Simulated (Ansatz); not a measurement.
C6H11+ (`C[C+]1CCCC1`), relaxed with RKS PBE0-D4/def2-TZVP in Ansatz 0.2.0 from a GFN2-xTB geometry. The force threshold is 0.005 eV/Å; the program also tests the step.

The species carries charge 1 and has multiplicity 1.

Start:

```xyz
17

C     0.790   -0.166    2.032
C     0.254   -0.060    0.693
C     0.241   -1.132   -0.291
C    -0.105   -0.465   -1.629
C    -0.957    0.735   -1.206
C    -0.338    1.142    0.137
H     1.834   -0.495    2.002
H     0.284   -0.971    2.576
H     0.708    0.756    2.601
H     1.131   -1.765   -0.293
H    -0.586   -1.799   -0.001
H    -0.629   -1.132   -2.306
H     0.810   -0.132   -2.120
H    -0.941    1.538   -1.936
H    -1.994    0.435   -1.055
H    -1.000    1.673    0.826
H     0.499    1.840   -0.030
```

```csv
step,energy (eV),largest force (eV/Å),largest move (Å)
1,-6388.5498,0.634,0.000
2,-6388.5796,0.331,0.032
3,-6388.5892,0.083,0.036
4 (rejected),-6388.5869,0.325,0.064
5,-6388.5922,0.030,0.031
6,-6388.5932,0.055,0.049
7,-6388.5932,0.111,0.063
8,-6388.5941,0.047,0.008
9,-6388.5944,0.102,0.074
10,-6388.5958,0.096,0.063
11,-6388.5968,0.084,0.020
12 (rejected),-6388.5951,0.264,0.083
13,-6388.5982,0.021,0.040
14,-6388.5987,0.149,0.098
15,-6388.5999,0.069,0.010
16,-6388.6005,0.039,0.056
17,-6388.6007,0.029,0.033
18,-6388.6007,0.035,0.014
19,-6388.6008,0.013,0.007
20,-6388.6008,0.002,0.002
```

End:

```xyz
17

C     0.761   -0.194    2.042
C     0.224   -0.069    0.700
C     0.191   -1.138   -0.283
C    -0.108   -0.474   -1.627
C    -0.940    0.743   -1.221
C    -0.321    1.148    0.118
H     1.843    0.007    1.935
H     0.696   -1.214    2.425
H     0.365    0.540    2.743
H     0.998   -1.871   -0.205
H    -0.719   -1.684    0.062
H    -0.622   -1.141   -2.316
H     0.830   -0.168   -2.098
H    -0.916    1.549   -1.952
H    -1.986    0.465   -1.068
H    -0.902    1.764    0.810
H     0.607    1.736   -0.064
```

It took 57 s on 8 threads of an Arm Neoverse V1 on a shared host, with 0.86 GiB of host memory at the peak.
